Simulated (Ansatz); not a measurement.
in.yaml

```yaml
crystal:
  periodic: [false, false, false]
  atoms:
    - {symbol: P, position_ang: [-0.004479, -0.004452, 0.004466]}
    - {symbol: H, position_ang: [0.802694, 0.805831, 0.812967]}
    - {symbol: H, position_ang: [-0.659918, -0.656012, 0.658142]}
    - {symbol: H, position_ang: [-0.810802, 0.802566, -0.808137]}
    - {symbol: H, position_ang: [0.805651, -0.815575, -0.800227]}
basis:
  gaussian: {orbitals: 6-31G}
total_charge: 1
magnetization: {spin_polarized: false}
correlation: {method: ccsdt_q, electrons: outside_noble_gas, diis_vectors: 12}
```

```sh
$ ansatz run in.yaml --threads 1 --pin off --events-out ev --progress --plain --max-ram 2393MiB
```

Log:

```
450 factors; integrals over basis functions are off by at most 1.1e-7 eV
mean field evaluation 1: about -9323.4129 eV, gradient 1.0e1 eV
mean field evaluation 2: about -9323.4155 eV, gradient 1.0e1 eV
mean field evaluation 4: about -9323.8751 eV, gradient 4.6e-1 eV
mean field evaluation 8: about -9323.8765 eV, gradient 1.1e-6 eV
mean field -9323.87652150 eV, -342.6461422147 hartree, gradient 3.8e-6 eV, S^2 0.000000; 0 other end points of the search recorded, 0 dependent functions left out
5 core orbitals not correlated: weight in the atoms' cores, before any rotation towards them, 1.000 or more for the frozen orbitals, at most 0.000 for the correlated occupied ones
reference -9323.87652150 eV, -342.6461422147 hartree; 4, 4 occupied and 12, 12 virtual orbitals, 450 factors
second order -1.74311551 eV of doubles, -0.00000000 eV of singles
cycle   1  -2.16110877 eV  change   -4.2e-1 eV  update   4.9e-2
cycle   2  -2.37086956 eV  change   -2.1e-1 eV  update   1.9e-2
cycle   3  -2.37824488 eV  change   -7.4e-3 eV  update   2.9e-3
cycle   4  -2.37914442 eV  change   -9.0e-4 eV  update   7.7e-4
cycle   5  -2.37915163 eV  change   -7.2e-6 eV  update   2.3e-4
cycle   6  -2.37915741 eV  change   -5.8e-6 eV  update   4.5e-5
cycle   7  -2.37917767 eV  change   -2.0e-5 eV  update   1.1e-5
cycle   8  -2.37917703 eV  change    6.4e-7 eV  update   2.5e-6
cycle   9  -2.37917634 eV  change    6.9e-7 eV  update   4.6e-7
perturbative correction -0.00044391 eV, -0.0000163133 hartree
Total energy: -9326.25614175 eV, -342.7335916457 hartree
```

Ran on 1 thread of Arm Neoverse V1, shared host: 0.48 s wall, 0.08 GiB peak host memory.
